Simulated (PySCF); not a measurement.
Vertical excitation energies

Species: dimethylphosphine, C2H7P.
SMILES: `CPC`

Method used: PySCF 2.14.0, density-fitted response routines, TDDFT PBE0/def2-SVPD, vertical, gas phase, core orbitals frozen in the response. Isolated species at its PBE0-D3(BJ)/def2-SVP geometry, gas phase.

```json
{"state": "S1", "E (eV)": "6.09", "E (kJ/mol)": "588", "λ (nm)": "203.6", "f": "0.033", "symmetry": "A′", "main configurations (H = HOMO, L = LUMO)": "H→L (98%)"}
{"state": "S2", "E (eV)": "6.37", "E (kJ/mol)": "615", "λ (nm)": "194.5", "f": "0.074", "symmetry": "A″", "main configurations (H = HOMO, L = LUMO)": "H→L+1 (98%)"}
{"state": "S3", "E (eV)": "7.28", "E (kJ/mol)": "702", "λ (nm)": "170.4", "f": "0.122", "symmetry": "A′", "main configurations (H = HOMO, L = LUMO)": "H→L+3 (63%), H→L+2 (36%)"}
{"state": "S4", "E (eV)": "7.39", "E (kJ/mol)": "713", "λ (nm)": "167.7", "f": "0.052", "symmetry": "A′", "main configurations (H = HOMO, L = LUMO)": "H→L+2 (61%), H→L+3 (35%)"}
{"state": "S5", "E (eV)": "8.03", "E (kJ/mol)": "775", "λ (nm)": "154.4", "f": "0.020", "symmetry": "A′", "main configurations (H = HOMO, L = LUMO)": "H→L+4 (74%), H→L+5 (24%)"}
{"state": "S6", "E (eV)": "8.10", "E (kJ/mol)": "782", "λ (nm)": "153.0", "f": "0.057", "symmetry": "A′", "main configurations (H = HOMO, L = LUMO)": "H→L+5 (73%), H→L+4 (25%)"}
{"state": "S7", "E (eV)": "8.26", "E (kJ/mol)": "797", "λ (nm)": "150.1", "f": "0.0013", "symmetry": "–", "main configurations (H = HOMO, L = LUMO)": "H→L+6 (87%)"}
{"state": "S8", "E (eV)": "8.65", "E (kJ/mol)": "834", "λ (nm)": "143.4", "f": "0.019", "symmetry": "A″", "main configurations (H = HOMO, L = LUMO)": "H-1→L (86%)"}
{"state": "S9", "E (eV)": "8.82", "E (kJ/mol)": "851", "λ (nm)": "140.6", "f": "0.028", "symmetry": "A″", "main configurations (H = HOMO, L = LUMO)": "H→L+7 (66%), H-2→L+1 (22%)"}
{"state": "S10", "E (eV)": "8.89", "E (kJ/mol)": "858", "λ (nm)": "139.4", "f": "0.011", "symmetry": "A′", "main configurations (H = HOMO, L = LUMO)": "H-2→L (96%)"}
```

Triplets, Tamm–Dancoff:

```json
{"state": "T1", "E (eV)": "5.18", "λ (nm)": "239.4", "main configurations (H = HOMO, L = LUMO)": "H→L (74%), H→L+2 (17%)"}
{"state": "T2", "E (eV)": "5.37", "λ (nm)": "230.7", "main configurations (H = HOMO, L = LUMO)": "H→L+1 (85%), H→L+6 (13%)"}
{"state": "T3", "E (eV)": "6.62", "λ (nm)": "187.3", "main configurations (H = HOMO, L = LUMO)": "H→L+3 (61%), H→L (18%), H→L+2 (16%)"}
{"state": "T4", "E (eV)": "7.00", "λ (nm)": "177.2", "main configurations (H = HOMO, L = LUMO)": "H→L+2 (62%), H→L+3 (29%)"}
```

The lowest singlet comes at 204 nm (588 kJ/mol) in the ultraviolet; it is of moderate strength; its leading configuration is HOMO→LUMO (98%). The strongest level in the table is S3 at 7.28 eV (170 nm, f = 0.122). Löwdin shares by element: HOMO phosphorus 63%, carbon 23%, hydrogen 7% or more; LUMO carbon 34%, phosphorus 23%, hydrogen 11% or more (atoms not listed hold the other 31%). The oscillator strengths of these states sum to 0.418; summed over the whole spectrum of an exact calculation they would give the number of electrons, 34 (Thomas–Reiche–Kuhn). Orbital energies (eV): HOMO-3 -11.19, HOMO-2 -9.53, HOMO-1 -9.46, HOMO -6.69, LUMO 0.53, LUMO+1 0.84, LUMO+2 1.77. Of the 10 states listed, 9 reach f = 0.01 and none stays under 0.0005. No computed singlet lies in the visible range (380 to 750 nm); the lowest, at 204 nm, stands 2.83 eV above its violet end (3.26 eV). The vertical ionisation energy (ΔSCF) is 8.92 eV, 0.02 eV above S10. Symmetry labels in Cs follow from the direction of the transition dipole and are given only for states with f of 0.002 or more. The window holds the lowest 10 singlets.
